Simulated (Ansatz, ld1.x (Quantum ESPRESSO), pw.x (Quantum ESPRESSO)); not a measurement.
Equation-of-state test of one PAW potential (potassium (K))

potassium (K), PAW, made with ld1.x (Quantum ESPRESSO) 7.5 (PBE, scalar-relativistic). Core [Ne], reference 3s2 3p6 3d0 4s0 4p0 (charge +1). Waves: 3s (bound): rcut 2.16, rcutus 2.44 bohr; 4s (bound, empty): rcut 2.16, rcutus 2.44 bohr; 3p (bound): rcut 2.72, rcutus 3.46 bohr; 4p (bound, empty): rcut 2.72, rcutus 3.46 bohr; 3d (bound, empty): rcut 4.32, rcutus 4.94 bohr; 3d channel at 0.35 Ry: rcut 4.32, rcutus 4.94 bohr. Local part: all-electron potential smoothed inside 4.66 bohr (lloc = -1). Core correction: none. Augmentation charge: BESSEL, radius 1.70 bohr.

Atomic tests: cutoffs needed: 8 Ry and 12 Ry (the cutoffs (Ry, on a coarse ladder) from which the occupation-weighted sum of valence levels, in a spherical-Bessel basis at the reference potential, stays within 10 and 1 mRy of its value at 400 Ry) The cutoffs count occupied waves only; the empty 4s level needs 15 Ry at the loose tolerance.; ghost test: no extra level below or beside the all-electron valence levels (s, p, d, f tested) (spherical-Bessel basis up to 400 Ry, 20 bohr box); configuration tests: test run stopped at test 2 of 7 (negative rho).

Crystal test: bcc K in pw.x 7.5, no spin, 9³ k-points, Fermi–Dirac smearing 0.01 Ry, cutoffs 40/320 Ry. The reference is all-electron LAPW (Ansatz 0.2.0) with the same functional, mesh and smearing; V0 and B0 come from Birch–Murnaghan fits to the pressures at five volumes. Errors are pseudo minus all-electron; Δ is the rms difference of the E(V) curves that follow from these fits, minima aligned, over ±6 % about the mean V0. Mesh and smearing are coarse, so the numbers serve the comparison and aren't converged zero-temperature values; the lattice is a test structure that the element need not adopt.

All-electron: a0 = 5.292 Å (V0 = 74.09 Å³/atom), B0 = 3.5 GPa.

Problem. How far does the potential miss the all-electron equation of state?

Solution. mean pressure error (GPa): +0.17; a0 (Å): 5.371; a0 error (%): +1.50; B0 error (%): +13.1; Δ (meV/atom): 2.7. The largest radius (4.94 bohr) exceeds half the bond length (4.33 bohr), so the spheres overlap, which is one possible source of error among others. This is a poor potential for the solid. Atomic configuration tests: test run stopped at test 2 of 7 (negative rho).

| V (Å³/atom) | P all-electron (GPa) | P pseudo (GPa) |
| --- | --- | --- |
| 70.599 | 0.19 | 0.39 |
| 72.457 | 0.08 | 0.27 |
| 74.315 | -0.01 | 0.17 |
| 76.173 | -0.09 | 0.07 |
| 78.031 | -0.16 | -0.03 |

Problem. At the middle volume, how do free energy and pressure move when the wave cutoff is lowered (ecutrho held at 320 Ry)?

Solution.

```tsv
cutoff (Ry)	shift of F (meV/atom)	shift of P (GPa)
18	+5.0	-0.06
24	+2.4	-0.01
32	+0.2	+0.00
```

The run at the middle volume (35 k-points, 11 iterations) took about 28 s on one core of a shared host (Neoverse-V1, 32 threads, 247 GiB, load 23).
